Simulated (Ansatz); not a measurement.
**BeH, doublet in 6-31G*: errors against full CI**

Geometry: MP2(full)/6-31G*, from the G2/97 set.

```
atom   x (Å)   y (Å)   z (Å)
  Be  0.0000  0.0000  0.0000
   H  0.0000  0.0000  1.3483
```

Basis 6-31G* (Cartesian d functions); Ansatz 0.2.0. Correlated methods freeze the noble-gas cores, which leaves 3 electrons in 16 orbitals. R marks a restricted (for open shells ROHF) determinant, U an unrestricted one. Active spaces: valence = (3e, 5o) chosen from the atoms' valence shells.

Full CI is exact within this basis and frozen core; it isn't the basis-set limit. The frozen core follows each run's orbitals, which can shift R against U totals by a few meV.

For open shells CISD is restricted-active-space CI with the open shells as a complete middle space.

```
UHF ⟨S²⟩                          : 0.752
T1 diagnostic (RCCSD)             : 0.0251
largest doubles amplitude (RCCSD) : 0.050
T1 diagnostic (UCCSD)             : 0.0191
```

```
                     level  E − E(full CI) (kJ/mol)  share of correlation (%)  wall time
                       RHF                     80.0                      0.00          –
                       UHF                     79.2                      1.09          –
                      RMP2                     25.3                     68.40          –
                      UMP2                     24.7                     69.08          –
                      CISD                      1.7                     97.86     0.09 s
                     RCCSD                      1.7                     97.90          –
                     UCCSD                      1.6                     98.05          –
                  RCCSD(T)                      0.6                     99.27     0.24 s
                  UCCSD(T)                      0.5                     99.33     0.24 s
                   BCCD(T)                      0.5                     99.31      0.3 s
                    RCCSDT                      0.0                     99.99      0.6 s
                    UCCSDT                      0.0                    100.01      0.6 s
    CASSCF (valence space)                     27.5                     65.70          –
    NEVPT2 (valence space)                      9.1                     88.68     0.12 s
NEVPT4(SD) (valence space)                      2.0                     97.51     0.36 s
    MRCISD (valence space)                      0.7                     99.17          –
  MRCISD+Q (valence space)                      0.5                     99.41     0.36 s
```

The correlation energy at full CI, counted from RHF, is -0.830 eV. That run took 0.18 s on 1 thread of Arm Neoverse V1, shared host over 576 determinants.

Times hold each run's SCF and search for its determinant on a shared host, so for small cases they say little of a method's own cost; they ran on 1 thread of Arm Neoverse V1.

The full-CI state has the irrep A1 of C2v, in the program's axes (one component, if the state is degenerate).

Natural occupations of full CI about the gap: 1.955 0.990 0.017 0.013 0.013 0.007 0.001 0.001 0.001 0.000; effectively unpaired electrons, Σ n²(2−n)², 1.01.

Atomization energy (electronic, same basis, no zero-point term; atoms at the same level, unrestricted beside the R rows where the molecule is a closed shell, with restricted open-shell steps beyond CCSDT(Q)) at full CI: 172.7 kJ/mol. Errors of other levels:

```csv
level,error (kJ/mol)
RHF,42.0
UHF,42.9
RMP2,27.7
UMP2,28.2
CISD,-1.7
RCCSD,-1.7
UCCSD,-1.6
RCCSD(T),-0.6
UCCSD(T),-0.5
BCCD(T),-0.5
RCCSDT,0.0
UCCSDT,0.0
CASSCF (valence space),-23.6
NEVPT2 (valence space),-7.7
NEVPT4(SD) (valence space),-1.9
MRCISD (valence space),-0.8
MRCISD+Q (valence space),-0.6
```

This basis is far from its limit, so the value isn't to be set against a measured one. Truncated CI isn't size-consistent, which counts against it in atomization.
